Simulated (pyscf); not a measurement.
Optimised with ωB97X-D3(BJ)/def2-SVP in PySCF. Correlated levels are frozen-core, on RHF or UHF. ΔMP2 is the change of the MP2 total energy from the triple- to the quadruple-zeta basis.

Problem. How much does it cost (ΔH, 298 K, CCSD(T)/def2-TZVPP + ΔMP2(QZVPP)) to split cyclic C₃H₂O (SMILES O=c1cc1) at its C–H bond into cyclic C₃HO (SMILES O=c1[c]c1) [doublet] + H•?

Solution. C–H to cyclic C₃HO (SMILES O=c1[c]c1) [doublet] + H•: 403.3 kJ/mol. The radicals are drawn with the spin at the cut bond; how far it spreads was not checked. Other isomers of cyclic C₃HO (SMILES O=c1[c]c1) [doublet] were not searched in full and may lie lower. The CCSD(T) − MP2 part came from Ansatz, without density fitting, on the same reference.
